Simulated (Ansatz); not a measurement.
System: hcp Tl. Method: PBE0-D3(BJ) (Ansatz, a program for electronic structure, PAW).

Run with plane-wave cutoff 460 eV, 9×9×6 k mesh (along the axes of the cell as run), Fermi–Dirac smearing 0.05 eV, scalar-relativistic PAW data made under PBE.

Computed at the level's own relaxed cell.

### Question
Predict the lattice constant a and c axis length.

### Answer

* **lattice constant a**: 3.438 Å
* **c axis length**: 5.523 Å

Measured, for comparison: lattice constant a 3.457 Å, lattice parameter c 5.525 Å (293 K, not corrected to a static lattice; as tabulated in Wikipedia's data pages). Computed (rounded) less measured: lattice constant a -0.5 %, lattice parameter c 0.0 %. A static lattice is as a rule a little smaller and stiffer than an uncorrected measurement, which narrows the difference in the lattice constant a and would widen misses of the other sign.

Spin–orbit coupling is not included; it can shift volumes and moduli of such heavy elements.
